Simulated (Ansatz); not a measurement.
# CH3BSi (SMILES BC#[SiH]): functionals against CCSD(T) at one geometry

The task here is to estimate one member of a computed series from the others.

Computed with Ansatz 0.2.0, Gaussian basis. Level: single points in def2-TZVPP.

Correlated methods freeze the cores. B3LYP uses VWN-RPA correlation.

## Starting geometry

SMILES `BC#[SiH]`, 6 atoms, charge 0, spin multiplicity 1.

Atoms are counted from 1 here; the program's logs count them from 0.

Bond lengths: B1–C2 1.497 Å, B1–H4 1.387 Å, B1–H5 0.995 Å, C2–Si3 1.670 Å, Si3–H6 1.384 Å. Angles: C2–B1–H4 117.1°, C2–B1–H5 128.3°, H4–B1–H5 113.2°, B1–C2–Si3 144.0°, C2–Si3–H6 159.7°.

Coordinates:

```mol
CH3BSi
  3D, bonds by distance, orders not assigned

  6  5  0  0  0  0  0  0  0  0999 V2000
   -0.4528   -0.1334   -1.1893 B   0  0
   -0.0570   -0.3257    0.2417 C   0  0
    0.7976    0.3471    1.5083 Si  0  0
   -1.5243   -0.8814   -1.6549 H   0  0
   -0.1823    0.5941   -1.8114 H   0  0
    1.1872    0.6310    2.8052 H   0  0
  1  2  8  0
  1  4  8  0
  1  5  8  0
  2  3  8  0
  3  6  8  0
M  END
```

The first run:

File run/in.yaml:

```yaml
crystal:
  periodic: [false, false, false]
  atoms:
    - {symbol: B, position_ang: [-0.452800, -0.133400, -1.189300]}
    - {symbol: C, position_ang: [-0.057000, -0.325700, 0.241700]}
    - {symbol: Si, position_ang: [0.797600, 0.347100, 1.508300]}
    - {symbol: H, position_ang: [-1.524300, -0.881400, -1.654900]}
    - {symbol: H, position_ang: [-0.182300, 0.594100, -1.811400]}
    - {symbol: H, position_ang: [1.187200, 0.631000, 2.805200]}
basis:
  gaussian: {orbitals: def2-TZVPP}
correlation: {method: ccsd_t}
output: {forces: true}
```

No record of the launch command was kept for these runs.

Steps of the session up to this table: CCSD(T)/def2-TZVPP; PBE0-D4/def2-TZVPP; wB97M-V/def2-TZVPP; r2SCAN-D4/def2-TZVPP; PBE-D4/def2-TZVPP; BHLYP-D4/def2-TZVPP; B3LYP-D4/def2-TZVPP.

One of the session's tables, all rows but one given; the rest of the session is left out.

```
   method  RMS force component (eV/Å)  angle to CCSD(T) forces (°)  dipole (D)
  CCSD(T)                       3.119                    reference        3.49
  PBE0-D4                       3.216                          5.3        3.69
  wB97M-V                       3.178                          6.2        3.97
r2SCAN-D4                           ?                            ?           ?
   PBE-D4                       3.162                          5.5        3.44
 BHLYP-D4                       3.192                          7.1        3.90
 B3LYP-D4                       3.120                          4.7        3.67
```

Estimate the missing values for r2SCAN-D4.

As computed: RMS force component (eV/Å): 3.173; angle to CCSD(T) forces (°): 4.9; dipole (D): 3.52. In the column «RMS force component (eV/Å)» it lies between PBE-D4 (3.162) and wB97M-V (3.178).
